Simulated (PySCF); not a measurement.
Work out the structure from these simulated measurements.

Formula: C2H6O3S.

| Property | Result |
| --- | --- |
| Rotational structure | rotational constants A, B, C: 6.970, 2.021, 1.697 GHz [PBE0-D3(BJ)/def2-SVP] |
| NMR, other nuclei | isotropic shieldings of nuclei other than C and H, by class: 69 (1 O), 166 (2 O), -43 (1 S) ppm [GIAO PBE0/pcSseg-1] |
| Triplet | lowest triplet excitation (Tamm–Dancoff): 4.88 eV [TDA wB97X-D/def2-SVPD] |
| Valence photoelectron | vertical ionisation energy: 10.12 eV [ΔSCF wB97X-D/def2-SVPD] |
| 1H NMR | chemical shifts (computed TMS as zero) by class: 3.55 (6 H) ppm [GIAO PBE0/pcSseg-1] |
| 13C NMR | chemical shifts (computed TMS as zero) by class: 49.9 (2 C) ppm [GIAO PBE0/pcSseg-1] |
| Dipole | 1.42 D [wB97X-D/def2-SVPD] |
| UV, strongest line | among the 10 lowest singlet transitions: S6 at 8.03 eV (154 nm, f = 0.085) [TDDFT wB97X-D/def2-SVPD] |
| Polarisability | 59.8 au [wB97X-D/def2-SVPD] |

The electronic properties come from PySCF, for the isolated species, density fitting. Levels stand in brackets. The structure is a single PBE0-D3(BJ)/def2-SVP conformer in the gas phase; no vibrational or solvent corrections. NMR values are class means; diastereotopic atoms form classes of their own.

Q: What is the compound? Reason from the data.

A: Numbering: `[CH3:1][O:2][S:3](=[O:4])[O:5][CH3:6]`. 2 carbons fall into 1 class: methoxy carbon [C1/C6] (49.9 ppm, 2 C). All hydrogens form one class (3.55 ppm): methyl hydrogen. The other shieldings belong to: 69 ppm, sulfinyl oxygen [O4]; 166 ppm, oxygen bonded to C and S [O2/O5]; -43 ppm, sulfinyl sulfur [S3]. The first electron is taken from the HOMO, whose largest Löwdin shares are 0.33 on the sulfinyl oxygen, 0.29 on the sulfinyl sulfur and 0.16 on each of 2 atoms of one kind (oxygen bonded to C and S). The optimised geometry has point group Cs and is an asymmetric top. Structure: `COS(=O)OC`. Computed isomers that give other values at the same levels: `CCS(=O)(=O)O` (vertical ionisation energy: 11.52 eV); `COS(C)(=O)=O` (13C chemical shifts (computed TMS as zero) by class: 48.5 (1 C), 41.6 (1 C) ppm). The assignments are read from this structure; whether some other isomer fits the data as well wasn't checked.

Conformer computed: `[CH3:1][O:2][S:3](=[O:4])[O:5][CH3:6]`: C1–O2–S3–O4 61°, O2–S3–O5–C6 -171°.
